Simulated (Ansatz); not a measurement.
System: zinc-blende MgS (metastable phase). Method: rVV10 (Ansatz, a first-principles code, plane waves, PAW).

Numerical settings: plane-wave cutoff 520 eV, 10×10×10 k mesh, Fermi–Dirac smearing 0.01 eV, scalar-relativistic PAW data made under PBE.

Computed at the level's own relaxed cell.

Question: What does this level give for the bulk modulus, lattice parameter a and width of the whole s-p valence band?

Answer: 
bulk modulus: 56.7 GPa
lattice parameter a: 5.684 Å
width of the whole s-p valence band: 11.27 eV

Static lattice: no zero-point or thermal effects.

The result took very roughly 50 core-seconds.
